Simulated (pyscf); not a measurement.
This saddle point was located with ωB97X-D3(BJ)/def2-SVP in PySCF.

```xyz
6

O     -0.5716    -0.2062     1.7966
Si    -1.1856     0.0514     0.4165
H     -1.1552    -1.1384    -0.7275
H     -2.4662     0.6512    -0.0098
H     -0.2652     0.7279    -0.7748
H     -0.5331    -0.2966    -1.0257
```
Charge 0, spin multiplicity 1.

Surface: singlet, charge 0. Lowest wavenumbers (cm⁻¹): 1591i, 534, 629, 872, 885.

Task: Name the species on either side of this saddle.

Result: `[O]=[SiH2]` + `[H][H]` <-> `[O]=[SiH2]` + `[H][H]`, a four-centre exchange read from left to right: H–Si, H–H broken and H–Si, H–H formed. At ωB97M-D3(BJ)/def2-TZVP it lies +33.8 kcal/mol from the left side and +33.8 kcal/mol from the right (each side as separated species at their lowest minima found). At the saddle there is also a short H–Si contact that neither side keeps. The same reactants have a lower exit, to HO–SiH₃ (barrier +19.2 kcal/mol at ωB97M-D3(BJ)/def2-TZVP, against +33.8 kcal/mol here). One saddle was located; it need not be the lowest between these sides.
